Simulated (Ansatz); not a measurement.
Two shapes of doublet C2H3.

Shape 1:

```xyz
5

C    -0.0191   -0.0155   -0.6165
C     0.0037    0.0045    0.7217
H     0.0193    0.7334    1.5278
H    -0.0184   -1.0166   -1.2001
H    -0.0338    0.8589   -1.2028
```

Shape 2:

```xyz
5

C     0.0000   -0.0478   -0.5411
C     0.0000   -0.0417    0.6651
H     0.0000    0.6323    1.4082
H     0.0000   -0.9062   -1.0727
H     0.0000    0.8110   -1.0798
```

Basis set: cc-pVTZ (spherical functions). Frozen core: 2 orbitals. Charge 0, multiplicity 2.

Computed with Ansatz (development build ahead of 0.2.0); each method stands on the lowest determinant of its kind that the runs found.

Task: Which shape is lower in energy, and by how much in each method?

Result:

```tsv
method	E(2) − E(1) (eV)
UHF	0.573
UHF-MP2	0.379
```

Shape 1 is lower. Caution: the unrestricted determinant is spin contaminated.
